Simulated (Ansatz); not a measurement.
Ansatz (a program for electronic structure) input (MP2/6-311+G**): The .json file is the Basis Set Exchange's 6-311+G**.

Ansatz 0.2 input:
```yaml
crystal:
  periodic: [false, false, false]
  atoms:
    - {symbol: P, position_ang: [-0.00494663, -0.00315703, 0.11662516]}
    - {symbol: H, position_ang: [0.03811855, 1.04938416, -0.84687971]}
    - {symbol: H, position_ang: [0.03608089, -1.00202865, -0.90249773]}
basis:
  gaussian:
    orbitals: 6-311+G__.json
total_charge: 1
magnetization: {spin_polarized: false}
correlation: {method: mp2, electrons: outside_noble_gas}
```

Question: Predict the final energy.

Answer: -341.63374 Eh.
